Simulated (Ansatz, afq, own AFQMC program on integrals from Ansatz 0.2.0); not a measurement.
**NH$_{4}$, doublet in cc-pVTZ, levels against CCSDT(Q)**

```xyz
5

N    -0.1364   -0.0316   -0.0492
H    -0.4337    0.9362   -0.0492
H    -0.4337   -0.4339    0.8311
H     0.8761   -0.0316   -0.0492
H     1.8866   -0.0316   -0.0492
```

Basis cc-pVTZ. Only valence electrons are correlated. Integrals, coupled cluster, full CI and functionals: Ansatz 0.2.0; the random walks run on the same integrals in our own AFQMC program. ph-AFQMC/CISD is guided by a CISD state made of CCSD amplitudes; releasing the constraint for a short imaginary time cuts its bias at the price of noise, slowly where states lie close. Uncertainties: one standard error, sampling alone.

Determinant: UHF, the one that the program's search chose, which needn't be the lowest solution. The geometry is a point of a scan.

No full CI on the walks' own integrals is used here; CCSDT(Q) serves as the reference and is uncertain by about the last step of the cluster series.

```
T1 diagnostic                               : 0.0124
weight of the determinant in the CISD state : 0.923
⟨S²⟩ of the determinant                     : 0.761
size of the correlated space                : 9 electrons in 85 orbitals
```

```
  level  correlation energy (eV)
    MP2                  -6.6337
   CCSD                  -7.0352
CCSD(T)                  -7.2639
```

Problem. Estimate where phaseless AFQMC with a CISD trial lies against CCSD(T) on the same integrals.

Solution. 22.7 ± 4.5 meV below CCSD(T).

Reference: CCSDT(Q), correlation energy -7.282 eV. The released energy is read at 2.40 1/Eh (meV from the phaseless value at times in 1/Eh: 4 ± 4 at 0.24, 2 ± 4 at 0.51, 0 ± 3 at 0.99, 2 ± 4 at 1.62, 0 ± 3 at 2.40).

| level | E − E(reference) (meV) | share of correlation (%) |
| --- | --- | --- |
| CCSD(T) | 17.9 | 99.75 |
| CCSDT | 9.6 | 99.87 |
| ph-AFQMC/CISD | -4.8 ± 4.5 | 100.07 |
| released AFQMC | -4.7 ± 3.3 | 100.06 |

A walk keeps the symmetry of its determinant, which the program's search chose and which needn't be the lowest solution, so a lower state of the same spin and another symmetry isn't excluded. Released energies are given only where the last usable release times agree within the noise; a slower fall can still hide under it.
